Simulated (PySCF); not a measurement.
## Relaxation of triplet CHF

Level of theory: UPBE0/[C def2-TZVP, H def2-TZVP, F def2-TZVP], no relativity, density fitting, PySCF. A (50,194) grid was used.

A hand-made linear start, of C∞v symmetry, held to at least that symmetry:

```xyz
3
charge 0 multiplicity 3, angstrom
C     0.0000    0.0000   -0.7914
H     0.0000    0.0000   -1.8614
F     0.0000    0.0000    0.5986
```

Task: What does it relax to?

Result: It ends at C∞v with C–F 1.295 Å, C–H 1.066 Å; F–C–H 180.0°. A frequency run shows 2 imaginary modes (one degenerate set), down to 1487i cm⁻¹, so it is a higher-order saddle point. Other isomers or separated fragments may lie lower.

Task: How much energy is released, and in how many steps?

Result: 18.6 kJ/mol in 5 steps.

At this level a singlet minimum of Cs symmetry lies 136 kJ/mol below this structure.

The relaxation took 2.8 s on 2 threads of a shared Arm Neoverse V2 host, with 68 basis functions and 6 gradients; the process peaked at 0.41 GiB.
